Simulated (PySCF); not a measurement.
Computed spin Hamiltonian

C4H11N (charge +1 and doublet state).
Numbering: `[CH3:1][NH+:2][CH:3]([CH3:4])[CH3:5]` (hydrogens: H6, H7, H8 on C1; H9 on N2; H10 on C3; H11, H12, H13 on C4; H14, H15, H16 on C5)

Cartesian coordinates in Å at the GFN2-xTB level; atoms count from 1:
```
atom  x, y, z in Å
C1     1.9179   -0.3630   -0.0448
N2     0.9164    0.5801    0.2423
C3    -0.4080    0.2782    0.6209
C4    -0.7371   -1.1994    0.5961
C5    -1.4036    1.1422   -0.1793
H6     2.8645    0.1290   -0.2547
H7     1.6371   -0.9867   -0.9084
H8     2.0427   -1.0724    0.7838
H9     1.1310    1.5600    0.0991
H10   -0.5308    0.6301    1.6680
H11   -0.6087   -1.6073   -0.4059
H12   -0.1072   -1.7717    1.2748
H13   -1.7708   -1.3487    0.8939
H14   -2.4072    0.9994    0.2085
H15   -1.3830    0.8395   -1.2239
H16   -1.1607    2.1997   -0.1143
```

The hyperfine couplings belong to this conformer and change with its torsions.

Computed, not measured: PySCF, UKS B3LYP, pcH-1 on C H N, non-relativistic, mean-field spin-orbit, GIAO. Geometry: GFN2-xTB, one conformer, isolated ion. A GFN2-xTB geometry isn't a minimum of the functional, and hyperfine couplings can be far from their values at a DFT geometry, by a factor of two or more for some ions and for spin on atoms past the first row. The SCF solution wasn't tested for stability.

| Item | Value |
| --- | --- |
| g1, g2, g3 | 2.00211, 2.00391, 2.00455 |
| g_iso | 2.00352 |
| Form of g | rhombic: the two nearest values differ by 26 % of g3 − g1 |
| ⟨S²⟩ | 0.7544 (exact 0.7500) |
| HOMO–LUMO gap, α and β orbitals | 9.17, 4.78 eV |
| Total energy | -213.52725 Eh |

Hyperfine couplings atom by atom, in MHz; T1 to T3 are the principal values of the dipolar part; ρ(0) is the spin density at the nucleus:

```
atom  isotope  a_iso     T1     T2    T3  Mulliken spin population  ρ(0) (bohr⁻³)
  C1      13C  -33.2   -6.8   -0.6   7.4                     -0.04        -0.0296
  N2      14N   36.9  -38.7  -38.5  77.2                      0.78         0.1143
  C3      13C  -31.4   -8.4   -3.0  11.4                     -0.03        -0.0279
  C4      13C    2.8   -1.6   -1.0   2.6                      0.01         0.0025
  C5      13C   42.1   -7.6   -7.3  14.8                      0.06         0.0375
  H6       1H    2.7   -4.7   -4.2   8.9                      0.00         0.0006
  H7       1H  198.0   -7.5   -3.7  11.2                      0.08         0.0443
  H8       1H  153.9   -7.4   -3.6  11.0                      0.06         0.0344
  H9       1H  -59.2  -43.7  -10.4  54.2                     -0.03        -0.0132
 H10       1H  260.1   -8.5   -4.3  12.9                      0.10         0.0582
 H11       1H   16.1   -3.3   -1.6   4.8                      0.01         0.0036
 H12       1H    7.2   -3.4   -1.9   5.3                      0.00         0.0016
 H13       1H   -2.7   -2.3   -1.7   4.0                      0.00        -0.0006
 H14       1H    9.0   -4.5   -1.4   5.9                      0.01         0.0020
 H15       1H    3.5   -5.4   -0.9   6.3                      0.01         0.0008
 H16       1H   -3.9   -5.0   -2.8   7.9                      0.00        -0.0009
```

The largest Mulliken spin populations are on N2 (+0.78), H10 (+0.10), H7 (+0.08) and H8 (+0.06). No atom but N2 exceeds +0.15. The angles at N2 add up to 359.8°, so it is planar; its axial dipolar tensor and the negative coupling of its proton fit spin in a p orbital normal to that plane.

Axes: g3 points within 3° of the N2–H9 bond.

Under fast tumbling the dipolar parts average out, and these isotropic splittings remain: 1 × 1H (H10, I = 1/2, 2 lines) with 9.27 mT, 3 × 1H (H6/H7/H8, I = 1/2, 4 lines) with 4.21 mT, 1 × 1H (H9, I = 1/2, 2 lines) with 2.11 mT, 1 × 14N (N2, I = 1, 3 lines) with 1.32 mT and 6 × 1H (H11 (×6), I = 1/2, 7 lines) with 0.17 mT.

Nuclei that the bonding pattern makes equivalent are averaged, as if the motion that swaps them (rotation, inversion, ring flip) were fast. The three 1H nuclei of mean +118.2 MHz run from 2.7 to 198.0 MHz in the frozen geometry. The six 1H nuclei of mean +4.9 MHz run from -3.9 to 16.1 MHz in the frozen geometry.

The 13C coupling of C1 (-33.2 MHz) shows only in satellite lines or after enrichment, since that isotope makes up about 1.07 % of natural carbon.
